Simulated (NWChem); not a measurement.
A series in which one site is exchanged, each optimised at PBE0/def2-SVP with NWChem, gas phase unless a solvent is named. 

A: [OH][K] (KOH; site = K)
B: [Li][OH] (LiOH; site = Li)
C: O (H2O; site = H)
D: [Na][OH] (NaOH; site = Na)

Q: Rank them by static polarisability, B3LYP/def2-SVPD (bohr³), lowest first.

A: C (9.7), B (17.2), D (20.7), A (24.6)
